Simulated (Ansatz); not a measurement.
Saddle point of SiNH₇O, closed shell (SiNH₅O ([NH2][SiH2][OH]) + H₂ → SiH₄O ([OH][SiH3]) + NH₃; bonds formed: Si1–H7, N2–H6; bonds broken: Si1–N2, H6–H7), PBE0-D4/def2-TZVP structure:

Si1  (-0.695, -0.256, -0.032)
N2  (1.150, -0.476, 0.182)
H3  (-1.006, -1.547, -0.725)
H4  (-1.333, -0.416, 1.296)
O5  (-1.177, 0.761, -1.234)
H6  (0.932, 0.583, 0.683)
H7  (0.028, 1.329, 0.784)
H8  (1.479, -1.277, 0.710)
H9  (1.677, -0.384, -0.679)
H10  (-1.055, 1.681, -0.983)
(Å)

Energies are electronic, without zero-point energy. Barriers and step energies count from the start structure reached by relaxing down the imaginary mode; all methods use the PBE0-D4 structures, on which another method's saddle can fall below an end. Computed with Ansatz 0.2.0 (basis: def2-TZVPP, with def2-QZVPP for the basis limit); correlated methods freeze the cores. B3LYP uses VWN-RPA correlation. Extrapolation: Hartree–Fock as exp(−7.88 √X), correlation as X^−2.97.

```
      method  barrier (kcal/mol)  step energy (kcal/mol)
       SPW92               32.55                    5.66
      PBE-D4               40.49                    6.65
     BLYP-D4               46.02                    8.19
   r2SCAN-D4                   ?                    8.26
      B97M-V               44.48                    7.33
     PBE0-D4                   ?                    6.72
    B3LYP-D4               48.05                    8.05
  r2SCAN0-D4               46.23                    7.99
    BHLYP-D4               51.83                    7.98
CAM-B3LYP-D4                   ?                    8.12
     wB97X-V               48.37                    7.50
     wB97M-V               47.68                    7.54
      B2PLYP               49.86                    8.09
    PBE-QIDH               47.25                    7.42
  RPA on PBE               49.49                    6.73
          HF               61.96                    8.20
         MP2               49.97                    8.80
        CCSD               51.39                    7.27
     CCSD(T)               49.60                    7.43
```

**Question.** Fill in the withheld barriers. (To be estimated.)

**Answer.** By the calculation: CAM-B3LYP-D4 48.69; r2SCAN-D4 44.33; PBE0-D4 43.57 kcal/mol. Each is the energy of the saddle less that of the start structure, by the same method.

For comparison, the barrier by CCSD(T) at an estimated basis limit (MP2 extrapolated from triple and quadruple zeta, plus CCSD(T) − MP2 in triple zeta) is 50.14 kcal/mol.

No T1 diagnostic of these runs exceeds 0.012.

Labels in which every atom is bracketed show which atoms are joined, not bond orders.

For scale, one of the runs: CCSD(T)/def2-TZVPP, 202 basis functions (an equivalent command: `ansatz run in.yaml --threads 2`). The run took 34 s on 2 CPU threads (shared host), with 2.7 GiB of host memory at its peak.
